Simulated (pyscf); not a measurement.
Structures and frequencies: ωB97X-D3(BJ)/def2-SVP in PySCF.

Q: Estimate the classical barrier height and the reaction energy of H₃C–Ga(OH)–OH (SMILES [CH3][Ga]([OH])[OH]) + CH₃• (SMILES [CH3]) → H₃C–CH₃ (SMILES CC) + [HO–Ga–OH]• (SMILES [OH][Ga][OH]) at ωB97M-D3(BJ)/def2-TZVP. The step runs on the doublet surface, breaks C–Ga and forms C–C; take the separated reactants as zero.

A: ΔE‡ = 125.5 kJ/mol, ΔE = -74.5 kJ/mol. Zero-point energy shifts the barrier by +11.6 kJ/mol. It is a substitution at C, with an imaginary mode of 1092i cm⁻¹. One saddle was located; it need not be the lowest between these sides. The angle at the attacked C is 174°. Elements up to Kr have no core potential and no relativistic terms here.
